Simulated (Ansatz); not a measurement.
in.yaml

```yaml
crystal:
  periodic: [false, false, false]
  atoms:
    - {symbol: F, position_ang: [0.090883, 0.291150, 2.868478]}
    - {symbol: Al, position_ang: [-0.073991, -0.315309, 1.337554]}
    - {symbol: Ga, position_ang: [0.002629, 0.026236, -1.301404]}
    - {symbol: H, position_ang: [0.085738, 1.137873, 0.150821]}
basis:
  gaussian: {orbitals: 6-31G}
hamiltonian: {xc: pbe}
correlation: {active_space: {window: {electrons: 2, orbitals: 2}}}
accuracy: high
scf: {lower_state_search: full}
```

```sh
$ ansatz run in.yaml --threads 1 --pin off --events-out ev --progress --plain --max-ram 2393MiB
```

(1) One thing in this input was set wrong on purpose, beside settings that are merely unusual. What is the gravest fault, and what does the program do?

Answers

(1) Active space on a functional. How the run ends: refused.
```
Error: invalid value for `correlation.active_space`: it starts from restricted Hartree–Fock orbitals; set hamiltonian.xc: hf without magnetization.spin_polarized
```
